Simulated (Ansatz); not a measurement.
System: rutile MnO2. Method: BLYP (Ansatz, a quantum-chemistry and plane-wave program, plane waves, PAW).

Settings: plane-wave cutoff 520 eV, 8×8×12 k mesh (along the axes of the cell as run), Fermi–Dirac smearing 0.01 eV, spin-polarised with opposed moments, scalar-relativistic PAW data made under PBE.

Energies at three volumes about the minimum:

```tsv
V (Å³/atom)	E − E_lowest (meV/atom)
9.457	2.62
9.650	0.00
9.843	2.42
```

**Question.** Fit a parabola by hand: where is the minimum, and what is the bulk modulus?

**Answer.** Slopes: (0.00 − 2.62)/(9.650 − 9.457) = -13.575 and (2.42 − 0.00)/(9.843 − 9.650) = 12.539 meV/Å³. Curvature E″ = 2 × (12.539 − (-13.575))/(9.843 − 9.457) = 135.306 meV/Å⁶. From the middle of the first interval, the slope vanishes at V0 = 9.5535 − (-13.575)/135.306 = 9.654 Å³/atom. B = V0 E″ = 9.654 × 135.306 meV/Å³ × 0.1602 GPa per meV/Å³ = 209 GPa. The full Birch–Murnaghan fit to all volumes gives V0 = 9.650 Å³/atom and B0 = 209 GPa.

Shape and atoms are relaxed at each volume.

Note: the gap of the solid is closed in this run; the collinear magnetic order is the start's and need not be the measured one; this level leaves the solid without a gap, although one is measured; the bulk modulus comes from volumes at which shape and atoms were relaxed.
